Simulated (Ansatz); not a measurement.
## Which isomer of CH4NSi+ gives these data?

These gas-phase data were calculated for one isomer of CH4NSi+ at PBE0-D3(BJ)/def2-SVP (harmonic, unscaled wavenumbers; equilibrium rotational constants with average atomic masses):

* rotational constants: 79.46, 4.843, 4.843 GHz
* all wavenumbers above 1500 cm⁻¹: 3386, 2346, 2346, 2317, 2301

Candidates:

(1) `C[NH+]=[Si]`, a singlet
(2) `C#[N+][SiH3]`, a singlet
(3) `C1[NH2+][Si]1`, a singlet

Question: Assign the data to one candidate and say why.

Answer: Candidate (2). The band at 2346 cm⁻¹ lies where the Si–H stretch is expected; (1), (3) have no mode between 2000 and 2380 cm⁻¹.

The same quantities for all candidates:

|  | rotational constants (GHz) | wavenumbers above 1500 cm⁻¹ | E above the lowest, PBE0-D3(BJ)/def2-SVP (kcal/mol) |
| --- | --- | --- | --- |
| (1) | 50.55, 5.736, 5.327 | 3486, 3195, 3191, 3076 | 0.0 |
| (2) | 79.46, 4.843, 4.843 | 3386, 2346, 2346, 2317, 2301 | 8.2 |
| (3) | 22.05, 9.725, 7.35 | 3578, 3493, 3211, 3122, 1581 | 8.3 |

Harmonic stretches to hydrogen usually lie a few per cent above observed fundamentals. Programs: Ansatz 0.2.0.
